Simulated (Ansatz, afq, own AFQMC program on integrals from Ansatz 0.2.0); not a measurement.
AFQMC on a folder of integrals that Ansatz 0.2.0 wrote.

```yaml
crystal:
  periodic: [false, false, false]
  atoms:
    - {symbol: B, position_ang: [0.000000, 0.000000, 0.945676]}
    - {symbol: N, position_ang: [0.000000, 0.000000, -0.569324]}
    - {symbol: H, position_ang: [0.000000, 0.850874, -1.115818]}
    - {symbol: H, position_ang: [0.000000, -0.850874, -1.115818]}
basis:
  gaussian: {orbitals: cc-pVDZ}
magnetization: {spin_polarized: false}
correlation: {method: ccsd_t, electrons: outside_noble_gas, hamiltonian_folder: ham}
```

```sh
$ ansatz run in.yaml --threads 1 --pin off --events-out ev --progress --plain --max-ram 1382MiB
```

Options of the walk:

```
--method free --trial cisd --walkers 70 --time-step 0.03 --max-blocks 80 --target-error 0.00038 --factor-cut 1e-05 --seed 3100 --times 0,0.21,0.42,0.81,1.2,1.8,2.4,3 --taylor-order 8
```

Times are imaginary, in 1/Eh. The walk had a cap of 536 s.

Output of the walk:

```
orbitals 36  electrons 5 5  factors 277 of 355
reference energy -80.23735824 Eh
CCSD correlation -0.26305120 Eh in 11 cycles, weight of the determinant in the CISD state 0.8753
repeat  energy at the last time / Eh  error
    10  -80.507659  0.001491
    20  -80.506959  0.000867
    30  -80.507950  0.000831
    40  -80.508778  0.000780
    50  -80.508262  0.000696
    60  -80.508075  0.000595
    70  -80.508477  0.000576
    80  -80.508566  0.000543
time / (1/Eh)  energy / Eh  error  mean overlap
  0.00  -80.500198  0.000383  1.1411
  0.21  -80.504680  0.000370  1.1448
  0.42  -80.506401  0.000360  1.1505
  0.81  -80.508038  0.000341  1.1544
  1.20  -80.508904  0.000374  1.1628
  1.80  -80.509136  0.000473  1.1663
  2.40  -80.509680  0.000551  1.1680
  3.00  -80.508566  0.000543  1.2100
energy -80.508566 +/- 0.000543 Eh
```

The run passed its tests (error under three times the target), which doesn't prove that it has relaxed.

Against this walk (error 14.8 meV) on the same determinant: CCSD(T) 6.8 meV higher (within the noise), CCSDT(Q) 32.9 meV lower. The error is statistical, and a free projection of finite length keeps a remainder of its start. The last points scatter (meV from the last: 14 ± 9 at 0.81, -9 ± 10 at 1.20, -16 ± 13 at 1.80, -30 ± 15 at 2.40, 0 ± 15 at 3.00); the last is the one printed as the energy, and the gaps above move with that scatter.

Cautions: remainder of the start not in the error; error above the target (14.8 against 10.3 meV); restricted determinant unstable towards unrestricted (UHF 56 meV lower, ⟨S²⟩ 0.28).

The walk took 120 s on 1 thread of Arm Neoverse V1 (shared host). The log's last line is the free-projection energy.

CCSDT and higher add their correlation energy to the determinant of the CCSD(T) run, since their own runs factorise the integrals more tightly (a shift of under 2 meV). A walk keeps the symmetry of its determinant, which the program's search chose and which needn't be the lowest solution, so a lower state of the same spin and another symmetry isn't excluded.
